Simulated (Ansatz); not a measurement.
Consider the hydrogenolysis of a C–C bond: `CC1=C(F)C1C` + H₂ → `CC1C=C1F` + CH₄.

Isolated molecules relaxed with PBE0-D4/def2-TZVP in Ansatz; ΔE leaves out vibrations. CCSD(T)/CBS is the MP2 limit (def2-TZVPP, def2-QZVPP) plus CCSD(T) − MP2 in def2-TZVPP, frozen cores. This one scheme is used for every species. DFT in def2-TZVPP. B3LYP here is the variant with VWN-RPA as its local correlation; programs differ in this.

`CC1=C(F)C1C`:

```xyz
13

C    -1.474   -1.231    0.615
C    -0.178   -0.545    0.601
C     0.872   -0.009    1.105
F     1.551    0.319    2.184
C     0.887    0.055   -0.353
C     0.620    1.328   -1.120
H    -2.236   -0.630    0.110
H    -1.808   -1.424    1.636
H    -1.411   -2.186    0.084
H     1.519   -0.654   -0.899
H     1.551    1.862   -1.335
H    -0.028    1.997   -0.549
H     0.136    1.118   -2.079
```

H₂:

Z-matrix (Å, degrees):
```
H
H 1 0.746
```

`CC1C=C1F`:

Cartesian coordinates in Å:
```
C -0.334 1.247 -0.063
C 0.480 -0.015 -0.208
C 0.341 -1.183 0.800
C -0.127 -1.332 -0.383
F -0.755 -2.099 -1.239
H -0.486 1.731 -1.032
H -1.315 1.030 0.366
H 0.172 1.966 0.587
H 1.474 0.156 -0.633
H 0.549 -1.501 1.805
```

CH₄:

Z-matrix (Å, degrees):
```
C
H 1 1.090
H 1 1.090 2 109.5
H 1 1.090 2 109.5 3 -120.0
H 1 1.090 2 109.5 3 120.0
```

```
             level  ΔE (kJ/mol)  difference from CCSD(T)/CBS
            PBE-D4        -40.6                          6.6
         r2SCAN-D4        -44.9                          2.3
           PBE0-D4        -43.7                          3.5
          B3LYP-D4        -46.3                          0.9
           ωB97X-V        -46.7                          0.5
           ωB97M-V        -48.1                         -0.9
            B2PLYP        -50.6                         -3.4
               PBE        -45.5                          1.7
            r2SCAN        -46.5                          0.7
              PBE0        -48.1                         -0.9
             B3LYP        -53.8                         -6.6
     HF/def2-TZVPP        -63.6                        -16.4
    MP2/def2-TZVPP        -42.4                          4.8
SCS-MP2/def2-TZVPP        -46.4                          0.8
   CCSD/def2-TZVPP        -51.2                         -4.0
CCSD(T)/def2-TZVPP        -47.6                         -0.4
     HF/def2-QZVPP        -63.5                        -16.3
    MP2/def2-QZVPP        -42.1                          5.1
SCS-MP2/def2-QZVPP        -46.2                          1.0
      HF/CBS(def2)        -63.5                        -16.3
     MP2/CBS(def2)        -42.0                          5.2
    CCSD/CBS(def2)        -50.7                         -3.5
       CCSD(T)/CBS        -47.2                            0
```

Largest T1 diagnostic among the species: 0.011.

In def2-TZVPP, CCSD(T) changes the Hartree–Fock value by +15.9 kJ/mol (the triples alone add +3.6 kJ/mol) and MP2 by +21.1 kJ/mol. The D4 term adds +7.5 kJ/mol with B3LYP and +4.4 kJ/mol with PBE0; it sums over pairs of atoms, weighted by their polarisabilities, and B3LYP, whose exchange is more repulsive, gets the larger term.
